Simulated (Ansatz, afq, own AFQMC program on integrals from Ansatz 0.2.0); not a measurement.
## CH3Al, singlet in cc-pVDZ, levels against CCSDT(Q)

| atom | x (Å) | y (Å) | z (Å) |
| --- | --- | --- | --- |
| Al | -0.0229 | 0.0000 | 0.5849 |
| C | 0.0451 | 0.0000 | -1.1957 |
| H | 0.1606 | 0.0000 | 2.1470 |
| H | -0.0423 | 0.9125 | -1.7784 |
| H | -0.0423 | -0.9125 | -1.7784 |

Connectivity, by distances: AlH–CH2.

Basis cc-pVDZ. Only valence electrons are correlated. AFQMC by an in-house program on the Cholesky factors that Ansatz 0.2.0 writes for its CCSD(T) run. ph-AFQMC/CISD is guided by a CISD state made of CCSD amplitudes; releasing the constraint for a short imaginary time cuts its bias at the price of noise, slowly where states lie close. Free AFQMC starts from the CCSD state and is never constrained. Its projection time is finite, and what remains of the start isn't in its error. Error bars are statistical, one sigma.

Determinant: RHF, the one that the program's search chose, which needn't be the lowest solution. The geometry is a point of a scan.

No full CI on the walks' own integrals is used here; CCSDT(Q) serves as the reference and is uncertain by about the last step of the cluster series.

Cautions: higher spins were not checked; restricted determinant unstable towards unrestricted (UHF 93 meV lower, ⟨S²⟩ 0.39).

The T1 diagnostic is 0.0187 and the weight of the determinant in the CISD state is 0.871. The size of the correlated space is 10 electrons in 41 orbitals.

```csv
level,correlation energy (eV)
MP2,-5.6950
CCSD,-6.4087
CCSD(T),-6.6521
```

Problem. Estimate where AFQMC with the constraint released lies against CCSD(T) on the same integrals.

Solution. 0.69 ± 0.41 kcal/mol below CCSD(T). The gap is under twice the noise, so this walk alone can't tell the two apart.

Reference: CCSDT(Q), correlation energy -6.700 eV. The released energy is read at 2.40 1/Eh (meV from the phaseless value at times in 1/Eh: 2 ± 20 at 0.24, 5 ± 15 at 0.51, 5 ± 13 at 0.99, 1 ± 16 at 1.62, 8 ± 18 at 2.40).

```tsv
level	E − E(reference) (kcal/mol)	share of correlation (%)
CCSD(T)	1.11	99.28
CCSDT	0.52	99.67
ph-AFQMC/CISD	0.23 ± 0.38	99.85
released AFQMC	0.42 ± 0.41	99.73
free AFQMC	0.42 ± 0.44	99.73
```

Free projections are given only where their last times agree within the noise and don't stop above the reference; a slow remainder of the start can still hide under it. A walk keeps the symmetry of its determinant, which the program's search chose and which needn't be the lowest solution, so a lower state of the same spin and another symmetry isn't excluded. Released energies are given only where the last usable release times agree within the noise; a slower fall can still hide under it.
